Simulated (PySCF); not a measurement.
Species: C₅H₆.
SMILES: `C=C1C=C1C`

Jobs on this species (11 atoms, 36 electrons) with PySCF (density fitting). Hardware of each: Arm Neoverse V2, one thread, no GPU (shared host). Other jobs ran on the host; a repeat could differ by tens of per cent or more.

Problem. Rank these jobs by wall time, shortest first.
A. B3LYP/pcJ-1; spin–spin couplings from 11 perturbed nuclei, spin–dipole term left out; 195 basis functions
B. delta-SCF UKS SCAN, pcX-2 on the ionised atom, pcseg-1 elsewhere, spin-free X2C; ΔSCF core ionisation, 5 holes; 131 basis functions
C. PBE0-D3(BJ)/def2-SVP, grid level 1; geometry optimisation from a GFN2-xTB start; 100 basis functions

Solution. C (7.1 s), A (12 s), B (36 s).

All jobs:

```tsv
level and settings	work	basis functions	SCF cycles	wall time
PBE0/pcSseg-1	shieldings, charges and field gradients	115	13	5.5 s
PBE0-D3(BJ)/def2-SVP, grid level 1	geometry optimisation from a GFN2-xTB start	100	21	7.1 s
B3LYP/pcJ-1	spin–spin couplings from 11 perturbed nuclei, spin–dipole term left out	195	14	12 s
PBE0/def2-SVPD	10 singlets by full TDDFT, 4 Tamm–Dancoff triplets, polarisability, ΔSCF ions	148	13	16 s
WP04/pcSseg-2	shieldings	264	14	19 s
delta-SCF UKS SCAN, pcX-2 on the ionised atom, pcseg-1 elsewhere, spin-free X2C	ΔSCF core ionisation, 5 holes	131	101	36 s
```

Problem. What do all jobs in the table cost together?

Solution. About 96 s; the longest takes about 38 % of that, and about 6.5 times as long as the shortest.
